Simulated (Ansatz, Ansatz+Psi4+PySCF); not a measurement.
```xyz
3

N     0.0001    0.4265   -0.3868
H    -0.0009    1.3025    0.2311
O     0.0005   -0.5359    0.3094
```

Basis set: cc-pVTZ (spherical functions). Frozen core: 2 orbitals. Charge 0, multiplicity 1.

Computed with Ansatz (development build ahead of 0.2.0); each method stands on the lowest determinant of its kind that the runs found. Restricted open shells among the atoms or ions are ROHF, correlated in semicanonical orbitals with singles.

(1) Give the atomization energy at this shape (free ground-state atoms in the same class of orbitals less the molecule, no zero-point energy) of singlet HNO by RHF-MP2, RHF.

Answers

(1)

| method | atomization energy |
| --- | --- |
| RHF-MP2 | 8.72 eV |
| RHF | 3.68 eV |
